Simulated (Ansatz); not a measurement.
# Worked example: the step energy

An elementary step of CH7FSi, singlet (CH₆Si ([CH3][SiH3]) + HF → SiH₃F ([F][SiH3]) + CH₄; Si–C, H–F broken or loosened, Si–F, C–H formed or tightened). “Start” and “end” are the PBE0-D4/def2-TZVP structures reached by relaxing down either side of its saddle point, with the molecules still in contact.

Program: Ansatz 0.2.0. Basis: def2-TZVPP and def2-QZVPP. Cores are frozen in the correlated methods.

Energies in eV:

| quantity | end | start |
| --- | --- | --- |
| Hartree–Fock, triple zeta (X = 3) | -11713.03067 | -11711.41264 |
| Hartree–Fock, quadruple zeta (X = 4) | -11713.48670 | -11711.84663 |
| MP2 correlation, X = 3 | -15.83160 | -16.12830 |
| MP2 correlation, X = 4 | -17.09659 | -17.40645 |
| CCSD(T) correlation, X = 3 | -17.43485 | -17.73991 |

(1) Work out the step energy at the basis limit: extrapolate Hartree–Fock as E(X) = E∞ + A exp(−7.88 √X) and the MP2 correlation as E(X) = E∞ + B X^−2.97 (the exponents that Neese and Valeev fitted for def2-TZVPP and QZVPP), then add CCSD(T) − MP2 in triple zeta.

No T1 diagnostic of these runs exceeds 0.012.

Answers

(1) Each step is linear, so take the differences first (end − start): Hartree–Fock -1.61803 (X = 3) and -1.64007 (X = 4); MP2 correlation 0.29670 and 0.30986; CCSD(T) correlation 0.30506.
Two points give E∞ = E(4) + w [E(4) − E(3)], with w = 1/(exp(7.88 (2 − √3)) − 1) = 0.1377 for Hartree–Fock and w = 1/((4/3)^2.97 − 1) = 0.7407 for the correlation.
Hartree–Fock: -1.64007 + 0.1377 × (-0.02204) = -1.6431 eV.
MP2 correlation: 0.30986 + 0.7407 × 0.01316 = 0.3196 eV.
CCSD(T) − MP2: 0.30506 − 0.29670 = 0.0084 eV.
Sum: -1.6431 + 0.3196 + 0.0084 = -1.3151 eV, or -30.33 kcal/mol. Plain CCSD(T) in triple zeta gives -1.3130 eV, so the larger basis shifts the result by -0.0021 eV.

Labels in which every atom is bracketed show which atoms are joined, not bond orders.

For scale, one of the runs: CCSD(T)/def2-TZVPP, 202 basis functions (an equivalent command: `ansatz run in.yaml --threads 2`). Time: 64 s of wall clock on 2 CPU threads; the host was shared. Peak host memory: 2.5 GiB.
